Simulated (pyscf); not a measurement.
Single points on ωB97X-D3(BJ)/def2-SVP structures (PySCF, gas phase).

Problem. For the elementary gas-phase step F–C:–F (SMILES F[C]F) [singlet] + HO–Si(OH)(OH)–F (SMILES O[Si](O)(O)F) → HO–Si(OH)(OH)–C(F)(F)–F (SMILES O[Si](O)(O)C(F)(F)F) (singlet surface; F–Si broken, C–F, C–Si formed), what barrier and reaction energy does r²SCAN/def2-TZVP give, measured from the separated reactants?

Solution. ΔE‡ = 36.1 kJ/mol, ΔE = -86.5 kJ/mol. ωB97M-D3(BJ)/def2-TZVP gives 66.9 kJ/mol and -62.5 kJ/mol. Zero-point energy shifts the barrier by +11.7 kJ/mol. It is an insertion, with an imaginary mode of 292i cm⁻¹. On the reactant side the descent ends in a complex, 20.7 kJ/mol under the separated species and 78.7 kJ/mol under the saddle at ωB97X-D3(BJ)/def2-TZVP. At ωB97X-D3(BJ) the barrier from the zero used here is 58.0 kJ/mol. One saddle was located; it need not be the lowest between these sides.
